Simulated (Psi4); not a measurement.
C2H6NO, charge +2, doublet, geometry from GFN2-xTB of the parent state (a state made from the parent by changing its charge; the spin is typed, not shown lowest); B3LYP/3-21G run with Psi4.

Input for Psi4:
```
memory 2 GB

molecule {
2 2
  O     0.41974200    1.33598813    0.18594172
  C    -0.05433820    0.28311540    0.03863750
  N     1.00959146   -0.91424379   -0.16218644
  C    -1.41945678   -0.23474152    0.00307779
  H     0.77324402   -1.74122776    0.39821567
  H    -2.11338732    0.59558687   -0.12576523
  H    -1.57243450   -0.96617115   -0.78766538
  H    -1.65640409   -0.71484187    0.95515845
  H     1.93981953   -0.56467732    0.10965851
  H     1.04685615   -1.18711072   -1.15212253
}

set basis 3-21g
set reference uks

energy('b3lyp')
print_variables()
```

Output, abridged:

```
   => Loading Basis Set <=

    Name: 3-21G
    Role: ORBITAL
    Keyword: BASIS

         ---------------------------------------------------------
                                   SCF
               by Justin Turney, Rob Parrish, Andy Simmonett
                          and Daniel G. A. Smith
                              UKS Reference
         ---------------------------------------------------------

  ==> Geometry <==

    Molecular point group: c1
    Full point group: C1

    Geometry (in Angstrom), charge = 2, multiplicity = 2:

       Center              X                  Y                   Z               Mass
    ------------   -----------------  -----------------  -----------------  -----------------
         O            0.393580031236     1.260494493632     0.176009801455    15.994914619570
         C           -0.080500168764     0.207621763632     0.028705581455    12.000000000000
         N            0.983429491236    -0.989737426368    -0.172118358545    14.003074004430
         C           -1.445618748764    -0.310235156368    -0.006854128545    12.000000000000
         H            0.747082051236    -1.816721396368     0.388283751455     1.007825032230
         H           -2.139549288764     0.520093233632    -0.135697148545     1.007825032230
         H           -1.598596468764    -1.041664786368    -0.797597298545     1.007825032230
         H           -1.682566058764    -0.790335506368     0.945226531455     1.007825032230
         H            1.913657561236    -0.640170956368     0.099726591455     1.007825032230
         H            1.020694181236    -1.262604356368    -1.162054448545     1.007825032230

  Running in c1 symmetry.

  Rotational constants: A =      0.32935  B =      0.27892  C =      0.15946 [cm^-1]
  Rotational constants: A =   9873.73644  B =   8361.93551  C =   4780.47271 [MHz]
  Nuclear repulsion =  128.028934420182225

  Charge       = 2
  Multiplicity = 2
  Electrons    = 31
  Nalpha       = 16
  Nbeta        = 15

  ==> Algorithm <==

  SCF Algorithm Type is DF.
  DIIS enabled.
  MOM disabled.
  Fractional occupation disabled.
  Guess Type is SAD.
  Energy threshold   = 1.00e-06
  Density threshold  = 1.00e-06
  Integral threshold = 1.00e-12

  ==> Primary Basis <==

  Basis Set: 3-21G
    Blend: 3-21G
    Number of shells: 32
    Number of basis functions: 48
    Number of Cartesian functions: 48
    Spherical Harmonics?: false
    Max angular momentum: 1

  ==> DFT Potential <==

   => LibXC <=

[...]
      Ntotal   =   31.0000350819 ; deviation = 3.508e-05

   @Spin Contamination Metric:   8.643852758E-03
   @S^2 Expected:                7.500000000E-01
   @S^2 Observed:                7.586438528E-01
   @S   Expected:                5.000000000E-01
   @S   Observed:                5.000000000E-01

    Orbital Energies [Eh]
    ---------------------

    Alpha Occupied:

[...]
      16A     -0.855501

    Alpha Virtual:

[...]
    Beta Occupied:

[...]
    Beta Virtual:

[...]
    Final Occupation by Irrep:
              A
    DOCC [    15 ]
    SOCC [     1 ]
    NA   [    16 ]
    NB   [    15 ]

  @DF-UKS Final Energy:  -207.76058822881913

   => Energetics <=

    Nuclear Repulsion Energy =            128.0289344201822246
    One-Electron Energy =                -517.7271070177337151
    Two-Electron Energy =                 204.3953757321844478
    DFT Exchange-Correlation Energy =     -22.4577913634520918
    Empirical Dispersion Energy =           0.0000000000000000
    VV10 Nonlocal Energy =                  0.0000000000000000
    Total Energy =                       -207.7605882288191310

  UHF NO Occupations:
  HONO-2 :   14  A 1.9985861
  HONO-1 :   15  A 1.9975438
  HONO-0 :   16  A 1.0000000
  LUNO+0 :   17  A 0.0024562
  LUNO+1 :   18  A 0.0014139
  LUNO+2 :   19  A 0.0002068
  LUNO+3 :   20  A 0.0001459

Computation Completed

Properties will be evaluated at   0.000000,   0.000000,   0.000000 [a0]

Properties computed using the SCF density matrix

 Multipole Moments:

 ------------------------------------------------------------------------------------
     Multipole            Electronic (a.u.)      Nuclear  (a.u.)        Total (a.u.)
 ------------------------------------------------------------------------------------

 L = 1.  Multiply by 2.5417464519 to convert [e a0] to [Debye]
 Dipole X            :          2.1738051           -1.6314853            0.5423198
 Dipole Y            :          2.6676243           -4.7078561           -2.0402318
 Dipole Z            :          0.3360607           -0.6193642           -0.2833034
 Magnitude           :                                                    2.1300040

 ------------------------------------------------------------------------------------

  Variable Map:
  ----------------------------------------------------------------------------
[...]
  Array Variable Map:
  ----------------------------------------------------------------------------
[...]
[...]
```
